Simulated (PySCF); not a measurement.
## SO₃: breathing scan

These are results of r2SCAN in PySCF with S def2-TZVP, O def2-TZVP; no relativity; density-fitted integrals, not measurements.

Rigid scan from the singlet minimum (S–O 1.429 Å (×3); O–S–O 120.0° (×3)). Coordinate: all bonds to the central atom scaled together. Energies in kJ/mol from the minimum.

| scale of all bonds to the centre | E (kJ/mol) |
| --- | --- |
| 0.88 | 431.6 |
| 0.92 | 166.5 |
| 0.96 | 36.3 |
| 1.00 | 0.0 |
| 1.04 | 27.8 |
| 1.08 | 98.0 |
| 1.14 | 250.6 |
| 1.22 | 493.3 |
| 1.35 | 891.4 |

At long bonds a restricted determinant can lie too high, and another spin state can fall below this curve.

Other isomers or separated fragments may lie lower.

The scan took 31 s on 2 threads of a shared Arm Neoverse V1 host; the process peaked at 1.3 GiB. Launch command: `OMP_NUM_THREADS=2 python axn.py task.json out`.
